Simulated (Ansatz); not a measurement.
# BNH₂ (triplet): the correlation ladder at a displaced geometry (v1), cc-pVDZ

How much of the correlation energy of BNH₂ (triplet) does each wave-function method recover here?

Computed with Ansatz 0.2.0, Gaussian basis. Level: cc-pVDZ, core rule «outside noble gas», up to 2 orbitals frozen.

To be run: UHF; CCSD(T) on ROHF; CCSD(T) on UHF; BCCD(T) on ROHF; CISD as a restricted active space (open shells left free, so some higher excitations enter); CCSDT(Q) on ROHF; CCSDT(Q) on UHF; CASSCF and MRCISD+Q, 10 electrons in 10 orbitals; CASSCF and NEVPT2, 10 electrons in 10 orbitals.

24 further runs of the same task are left out: 3 for a known fault of the program, 11 that didn't finish, 10 set aside as unsound or not needed. Runs told in other sessions of the task aren't counted.

### 1 The geometry

The geometry is a PBE0/def2-TZVP stationary point (not a proven minimum) with its atoms shifted at random (size 0.040 Å).

4 atoms, charge 0, spin multiplicity 3.

Atoms are counted from 1 here; the program's logs count them from 0.

Bond lengths: B1–N2 1.379 Å, N2–H3 0.990 Å, N2–H4 1.018 Å. Angles: B1–N2–H3 128.4°, B1–N2–H4 123.8°, H3–N2–H4 107.8°.

### 2 UHF

The input, in.yaml:

```yaml
crystal:
  periodic: [false, false, false]
  atoms:
    - {symbol: B, position_ang: [0.000755, 0.007543, 0.867589]}
    - {symbol: N, position_ang: [-0.000078, -0.008600, -0.511020]}
    - {symbol: H, position_ang: [0.047886, -0.790240, -1.117056]}
    - {symbol: H, position_ang: [-0.054891, 0.828846, -1.087253]}
basis:
  gaussian: {orbitals: cc-pVDZ}
magnetization: {spin_polarized: true, initial_magnetization: 2}
hamiltonian: {xc: hf}
output: {orbitals: {seedname: orbitals}}
```

The run is started by

```
ansatz run in.yaml --threads 1 --pin off --events-out ev --progress --plain --max-ram 2393MiB
```

The runs that follow: CCSD(T) on ROHF; CCSD(T) on UHF; BCCD(T) on ROHF; CISD as a restricted active space (open shells left free, so some higher excitations enter); CCSDT(Q) on ROHF; CCSDT(Q) on UHF; CASSCF and MRCISD+Q, 10 electrons in 10 orbitals; CASSCF and NEVPT2, 10 electrons in 10 orbitals.

Before running them: what should the planned runs give, taken together? Wanted: UCCSDT(Q) from the RHF energy; RMP2 from UCCSDT(Q); UMP2 from UCCSDT(Q); RCCSD from UCCSDT(Q); RCCSD(T) from UCCSDT(Q); UCCSD(T) from UCCSDT(Q); RCCSDT(Q) from UCCSDT(Q); NEVPT2 valence from UCCSDT(Q); MRCISD+Q valence from UCCSDT(Q).

**Answer**, as computed:

| quantity | value |
| --- | --- |
| UCCSDT(Q) from the ROHF energy | -6.5217 eV |
| RMP2 from UCCSDT(Q) | +730.1 meV |
| UMP2 from UCCSDT(Q) | +705.7 meV |
| RCCSD from UCCSDT(Q) | +206.1 meV |
| RCCSD(T) from UCCSDT(Q) | +32.2 meV |
| UCCSD(T) from UCCSDT(Q) | +32.2 meV |
| RCCSDT(Q) from UCCSDT(Q) | +1.3 meV |
| NEVPT2 valence from UCCSDT(Q) | +835.3 meV |
| MRCISD+Q valence from UCCSDT(Q) | +38.0 meV |
| levels within 1 kcal/mol (43 meV) | RCCSD(T), UCCSD(T), BCCD(T), RCCSDT, UCCSDT, RCCSDT(Q), MRCISD+Q valence |
| T1 diagnostic | 0.025 |
| effectively unpaired electrons | 2.02 |

What this shows: RCCSD(T) lands +32.2 meV from the yardstick (0.5 % of the correlation energy). One determinant dominates. Of the multireference levels listed MRCISD+Q valence comes nearest in total energy (+38.0 meV), which doesn't show that its space is the better one. These misses are within one basis, not against nature; the frozen cores of restricted and unrestricted runs differ, which can shift their rows.

With open shells the CI space here admits some higher excitations, so it is larger than plain CISD.
